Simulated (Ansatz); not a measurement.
A made-up structure of CH7Si2 (charge -1), closed shell:

C1  (-1.028, 0.724, -0.911)
Si2  (-0.137, -0.624, 0.104)
Si3  (1.334, 0.302, 1.688)
H4  (1.041, 1.062, 2.851)
H5  (-0.296, 1.308, -1.477)
H6  (-1.548, 1.413, -0.239)
H7  (0.360, -1.587, -0.958)
H8  (-1.260, -1.419, 0.733)
H9  (1.943, -1.058, 2.062)
H10  (2.387, 0.629, 0.615)
(Å)

It is relaxed with PBE-D4/def2-SVPD and then PBE0-D4/def2-TZVPD (Ansatz 0.2.0). Atoms count as bonded within 1.22 times the sum of their covalent radii (H–H: 0.88 Å). The end point is not checked to be a true minimum.

Task: Does its bonding change? (Judge from chemistry; the calculation decides.)

Result: The calculation gives: No: no bond forms or breaks.

Where it ends: The first stage lowers the energy by 1.30 eV in 7 steps. It ends as CH₇Si₂ ([CH2][SiH2][SiH3]), total charge -1:
| atom | x (Å) | y (Å) | z (Å) |
| --- | --- | --- | --- |
| C1 | -1.1021 | 0.7917 | -0.9301 |
| Si2 | -0.2897 | -0.4900 | -0.0179 |
| Si3 | 1.4695 | -0.0098 | 1.5687 |
| H4 | 1.0253 | 0.9181 | 2.6692 |
| H5 | -0.5315 | 1.3052 | -1.7058 |
| H6 | -1.7692 | 1.4612 | -0.3846 |
| H7 | 0.4290 | -1.5043 | -0.8752 |
| H8 | -1.2050 | -1.2958 | 0.8728 |
| H9 | 2.1373 | -1.1425 | 2.3243 |
| H10 | 2.6329 | 0.7172 | 0.9464 |

Labels in which every atom is bracketed show which atoms are joined, not bond orders.

For scale, one of the runs: PBE0-D4/def2-TZVPD relaxation, 186 basis functions, launched by `ansatz run in.yaml --threads 2 --pin off --events-out ev --progress --plain --max-ram 4352MiB`. The run took about 61 s on 2 CPU threads of an Intel Xeon Platinum 8175M (shared host).
